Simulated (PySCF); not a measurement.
Species: CH2S.
SMILES: `C=S`

Computed with CAM-B3LYP/def2-SVPD in PySCF (dipole) on a GFN2-xTB geometry, gas phase.

Masses are those of the commonest isotopes; rigid-rotor values at the optimised geometry. 

(1) What are A, B and C (cm⁻¹)?

(2) Classify the top.

(3) What does the inertial defect say?

(4) Give the coordinates in the principal-axis frame, origin at the centre of mass.

(5) List the rotational levels J(Ka,Kc) to J = 3 (MHz).

(6) Which types of transition are allowed, and where do some lines up to J = 5 fall?

(7) Estimate the classical rotational partition function at 100 K, 298.15 K and 500 K.

Answers

(1) Ia = 1.71, Ib = 28.28, Ic = 29.99 u·Å²; 505379 MHz·u·Å²/I gives 294969, 17870 and 16849 MHz, that is A = 9.83912, B = 0.59608, C = 0.56203 cm⁻¹.

(2) A near-prolate asymmetric top. Ray's parameter κ = (2B − A − C)/(A − C) = -0.993; −1 is the prolate and +1 the oblate limit.

(3) Planar: Δ = Ic − Ia − Ib = 0.00 u·Å². For a rigid frame Δ = −2 Σ m c², so it vanishes when all atoms lie in the ab plane; here none is more than 0.01 Å from it.

(4) The sense of each axis is arbitrary; atoms in the order of the calculation.
```
atom  mass (u)   a (Å)   b (Å)  c (Å)
  C1    12.000  -1.091   0.000  0.000
  S2    31.972   0.514   0.000  0.000
  H3     1.008  -1.658   0.922  0.000
  H4     1.008  -1.658  -0.922  0.000
```

(5) Above 0(0,0):
J = 1: 1(0,1) 34720, 1(1,1) 311819, 1(1,0) 312840
J = 2: 2(0,2) 104156, 2(1,2) 380237, 2(1,1) 383299, 2(2,1) 1214597, 2(2,0) 1214600
J = 3: 3(0,3) 208303, 3(1,3) 482863, 3(1,2) 488987, 3(2,2) 1318756, 3(2,1) 1318770, 3(3,1) 2706805, 3(3,0) 2706805
The levels of one J sum to (2J + 1)J(J + 1)(A + B + C)/3.

(6) The dipole components are |μa| = 1.82 D, |μb| = 0.00 D, |μc| = 0.00 D; the symmetry axis of this C2v structure is a, so μb and μc vanish by symmetry and there are no b-type or c-type lines. Some lines, for components of 0.1 D or more:

| type | branch | J(Ka,Kc) | MHz | lower level (cm⁻¹) |
| --- | --- | --- | --- | --- |
| a | Q | 1(1,0) ← 1(1,1) | 1021 | 10.401 |
| a | Q | 3(1,2) ← 3(1,3) | 6125 | 16.107 |
| a | Q | 4(1,3) ← 4(1,4) | 10208 | 20.671 |
| a | Q | 5(1,4) ← 5(1,5) | 15312 | 26.376 |
| a | R | 2(1,2) ← 1(1,1) | 68418 | 10.401 |
| a | R | 2(0,2) ← 1(0,1) | 69436 | 1.158 |
| a | R | 2(1,1) ← 1(1,0) | 70460 | 10.435 |
| a | R | 3(0,3) ← 2(0,2) | 104147 | 3.474 |
| a | R | 3(2,2) ← 2(2,1) | 104159 | 40.515 |
| a | R | 3(2,1) ← 2(2,0) | 104170 | 40.515 |
| a | R | 3(1,2) ← 2(1,1) | 105688 | 12.785 |
| a | R | 4(1,4) ← 3(1,3) | 136831 | 16.107 |
| a | R | 4(0,4) ← 3(0,3) | 138850 | 6.948 |
| a | R | 4(2,3) ← 3(2,2) | 138876 | 43.989 |
| a | R | 4(3,2) ← 3(3,1) | 138884 | 90.289 |
| a | R | 4(3,1) ← 3(3,0) | 138884 | 90.289 |
| a | R | 4(2,2) ← 3(2,1) | 138904 | 43.989 |
| a | R | 4(1,3) ← 3(1,2) | 140914 | 16.311 |
| a | R | 5(2,4) ← 4(2,3) | 173591 | 48.621 |
| a | R | 5(4,1) ← 4(4,0) | 173604 | 159.742 |
| a | R | 5(3,3) ← 4(3,2) | 173607 | 94.922 |
| a | R | 5(3,2) ← 4(3,1) | 173607 | 94.922 |
| a | R | 5(2,3) ← 4(2,2) | 173648 | 48.623 |
| a | R | 5(1,4) ← 4(1,3) | 176137 | 21.011 |

(7) Point group C2v, symmetry number σ = 2; q = (√π/σ)·√((kT/h)³/(ABC)), k/h = 20836.6 MHz/K: 283 at 100 K, 1460 at 298.15 K, 3160 at 500 K.

Stationary, but not proved a minimum. Zero-point vibration and centrifugal distortion are left out.
